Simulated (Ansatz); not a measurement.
# AlF₃ (singlet): from Hartree-Fock to the top rungs, cc-pVDZ

The task here is to estimate one member of a computed series from the others.

The runs use Ansatz 0.2.0, Gaussian basis; cc-pVDZ, core rule «outside noble gas», up to 8 orbitals frozen.

Plan: UHF; CCSD(T) on RHF; BCCD(T) on RHF; CISD; CCSDT(Q) on RHF; CASSCF and NEVPT2, 8 electrons in 8 orbitals.

9 further runs of the same task are left out: 5 that didn't finish, 4 set aside as unsound or not needed.

### What is computed

The geometry is a PBE0/def2-TZVP stationary point (not a proven minimum).

4 atoms, charge 0, spin multiplicity 1.

Atoms are counted from 1 here; the program's logs count them from 0.

Bond lengths: Al1–F2 1.629 Å, Al1–F3 1.629 Å, Al1–F4 1.629 Å. Angles: F2–Al1–F3 120.0°, F2–Al1–F4 120.0°, F3–Al1–F4 120.0°.

The first run:

in.yaml

```yaml
crystal:
  periodic: [false, false, false]
  atoms:
    - {symbol: Al, position_ang: [0.000000, 0.000000, 0.000000]}
    - {symbol: F, position_ang: [1.628998, 0.012702, -0.000133]}
    - {symbol: F, position_ang: [-0.825499, 1.404401, -0.002533]}
    - {symbol: F, position_ang: [-0.803499, -1.417102, 0.002667]}
basis:
  gaussian: {orbitals: cc-pVDZ}
magnetization: {spin_polarized: true, initial_magnetization: 0}
hamiltonian: {xc: hf}
output: {orbitals: {seedname: orbitals}}
```

Run with:

```
ansatz run in.yaml --threads 1 --pin off --events-out ev --progress --plain --max-ram 2393MiB
```

Among the steps run: UHF; CCSD(T) on RHF; BCCD(T) on RHF; CISD; CCSDT(Q) on RHF; CASSCF and NEVPT2, 8 electrons in 8 orbitals.

One table of the session follows, with a row left open; its other results are not shown here.

It belongs to the step «Misses and costs». 

| method | from RCCSDT(Q) (kcal/mol) |
| --- | --- |
| RHF | +398.50 |
| RMP2 | ? |
| CISD | +46.26 |
| RCCSD | +6.73 |
| RCCSD(T) | +1.20 |
| BCCD(T) | +1.01 |
| RCCSDT | +0.95 |
| RCCSDT(Q) | 0 |

Q: Estimate the row for RMP2 from the others.

As computed: from RCCSDT(Q) (kcal/mol): +8.36. In the column «from RCCSDT(Q) (kcal/mol)» it lies between RCCSD (+6.73) and CISD (+46.26).

Left out of the table: CASSCF frontier, NEVPT2 frontier (the active space lost an orbital or holds another state than full CI finds).

With the free atoms at the same levels and basis (separate runs), the atomisation energy is 15.913 eV at RCCSDT(Q), 15.885 eV at RCCSD(T), 12.392 eV at RHF.

Caveats from the session: Warnings in the runs' records: passed over end.
